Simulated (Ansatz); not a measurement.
Two structures of CH6N, doublet, reached by relaxing down either side of one saddle point (PBE0-D4/def2-TZVP). Energies are electronic, without zero-point energy. Ansatz 0.2.0; basis: def2-TZVPP and def2-QZVPP; cores frozen in the correlated methods; orbitals are unrestricted. Extrapolation: Hartree–Fock as exp(−7.88 √X), correlation as X^−2.97. First:

H1  (-0.817, -0.323, -0.814)
C2  (-0.104, 0.498, -0.647)
N3  (0.694, 0.393, 0.562)
H4  (-0.996, -2.444, 1.102)
H5  (0.558, 0.546, -1.515)
H6  (-0.671, 1.432, -0.627)
H7  (1.237, -0.460, 0.559)
H8  (0.100, 0.359, 1.381)
(Å)

Second:

H1  (-1.120, -1.659, 0.122)
C2  (0.033, 0.710, -0.664)
N3  (0.827, 0.666, 0.469)
H4  (-1.304, -2.284, 0.492)
H5  (0.509, 0.469, -1.605)
H6  (-0.784, 1.418, -0.662)
H7  (1.498, -0.085, 0.502)
H8  (0.341, 0.764, 1.346)
(Å)

Problem. Which bonds change from the first to the second?

Solution. CH₅N ([CH3][NH2]) + H → CH₄N ([CH2][NH2]) + H₂; bonds formed: H1–H4; bonds broken: H1–C2.

Problem. Give the saddle point's structure and its height above each. (To be estimated.)

Solution. By the calculation: 7.07 kcal/mol above the first and 16.76 kcal/mol above the second (CCSD(T) at an estimated basis limit (MP2 extrapolated from triple and quadruple zeta, plus CCSD(T) − MP2 in triple zeta)).
H1  (-0.726, -0.852, -0.142)
C2  (-0.170, 0.217, -0.450)
N3  (0.814, 0.643, 0.473)
H4  (-1.201, -1.777, 0.133)
H5  (0.253, 0.013, -1.435)
H6  (-0.996, 0.925, -0.526)
H7  (1.586, -0.003, 0.557)
H8  (0.439, 0.836, 1.391)
(Å)

The T1 diagnostic stays at or below 0.016. ⟨S²⟩ of the unrestricted Hartree–Fock references: 0.75 to 0.78 (a pure state has 0.75).

Labels in which every atom is bracketed show which atoms are joined, not bond orders.

For scale, one of the runs: CCSD(T)/def2-TZVPP, 146 basis functions, launched by `ansatz run in.yaml --threads 2 --pin off --events-out ev --progress --plain --max-ram 4352MiB`. The run took 28 s on 2 CPU threads of an Arm Neoverse V2 (shared host), with 2.1 GiB of host memory at its peak.
